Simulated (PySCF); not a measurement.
Species: ABN, C7H6N2.
Bonds: N1–C2 (triple), C2–C3, C3–C4 (aromatic), C4–C5 (aromatic), C5–C6 (aromatic), C6–N7, C6–C8 (aromatic), C8–C9 (aromatic), C3–C9 (aromatic). Hydrogens: H10 on C4; H11 on C5; H12, H13 on N7; H14 on C8; H15 on C9.

The same species was optimised twice, with GFN2-xTB and with PBE0-D3(BJ)/def2-SVP (PySCF), and the same property calculations (PySCF, gas phase) were run on both structures.

| coordinate | GFN2-xTB | PBE0-D3(BJ)/def2-SVP | change |
| --- | --- | --- | --- |
| C2–C3 (Å) | 1.409 | 1.428 | +0.019 |
| N1≡C2 (Å) | 1.148 | 1.161 | +0.013 |
| C6–C8 (Å) | 1.400 | 1.409 | +0.009 |
| C5–C6 (Å) | 1.400 | 1.409 | +0.009 |
| C8–C9 (Å) | 1.376 | 1.384 | +0.008 |
| C4–C5 (Å) | 1.376 | 1.384 | +0.008 |
| C3–C4 (Å) | 1.397 | 1.405 | +0.008 |
| C3–C9 (Å) | 1.397 | 1.404 | +0.007 |
| C6–N7 (Å) | 1.369 | 1.366 | -0.003 |
| C4–C3–C9 (°) | 119.5 | 118.6 | -0.9 |
| C3–C4–C5 (°) | 120.1 | 120.7 | +0.6 |
| C5–C6–C8 (°) | 118.8 | 118.2 | -0.6 |
| C3–C9–C8 (°) | 120.2 | 120.8 | +0.6 |
| C2–C3–C9 (°) | 120.2 | 120.6 | +0.4 |
| C2–C3–C4 (°) | 120.3 | 120.7 | +0.4 |
| N7–C6–C8 (°) | 120.5 | 120.9 | +0.4 |
| C5–C6–N7 (°) | 120.6 | 120.9 | +0.3 |

Rotational constants: A = 5627, B = 1009, C = 856.1 MHz (GFN2-xTB) against A = 5589, B = 989.7, C = 841.1 MHz (PBE0-D3(BJ)/def2-SVP).

On the GFN2-xTB structure: HOMO (eV) -6.48 [PBE0/pcSseg-1]; LUMO (eV) -0.92 [PBE0/pcSseg-1]; dipole (D) 7.05 [PBE0/pcSseg-1]; GIAO shielding of N1 (ppm) -42.2 [PBE0/pcSseg-1]; GIAO shielding of C2 (ppm) 61.9 [PBE0/pcSseg-1]; GIAO shielding of C3 (ppm) 82.4 [PBE0/pcSseg-1]; GIAO shielding of C4/C9 (mean) (ppm) 45.1 [PBE0/pcSseg-1]; GIAO shielding of C5/C8 (mean) (ppm) 70.4 [PBE0/pcSseg-1]; GIAO shielding of C6 (ppm) 32.7 [PBE0/pcSseg-1]; GIAO shielding of N7 (ppm) 184.9 [PBE0/pcSseg-1].

Question: What do these properties become on the PBE0-D3(BJ)/def2-SVP structure?

Answer: 
```csv
property,level,on GFN2-xTB,on PBE0-D3(BJ)/def2-SVP,change
HOMO (eV),PBE0/pcSseg-1,-6.48,-6.48,0.00
LUMO (eV),PBE0/pcSseg-1,-0.92,-0.97,-0.05
dipole (D),PBE0/pcSseg-1,7.05,7.17,+0.12
"energy, GFN2-xTB geometry as zero (kcal/mol)",PBE0/pcSseg-1,0.0,-0.3,-0.3
GIAO shielding of N1 (ppm),PBE0/pcSseg-1,-42.2,-48.7,-6.5
GIAO shielding of C2 (ppm),PBE0/pcSseg-1,61.9,59.8,-2.1
GIAO shielding of C3 (ppm),PBE0/pcSseg-1,82.4,79.6,-2.8
GIAO shielding of C4/C9 (mean) (ppm),PBE0/pcSseg-1,45.1,43.1,-2.0
GIAO shielding of C5/C8 (mean) (ppm),PBE0/pcSseg-1,70.4,68.6,-1.8
GIAO shielding of C6 (ppm),PBE0/pcSseg-1,32.7,31.4,-1.3
GIAO shielding of N7 (ppm),PBE0/pcSseg-1,184.9,183.6,-1.3
```

The heavy atoms differ by 0.023 Å rms after alignment. Among bonds between heavy atoms C2–C3 changes most (+0.019 Å). Changes are differences of the printed values. Neither structure is proved a minimum here.

The values belong to the conformer `[N:1]#[C:2][c:3]1[cH:4][cH:5][c:6]([NH2:7])[cH:8][cH:9]1`: H–N7–C6–C5 166°, H–N7–C6–C5 16°.
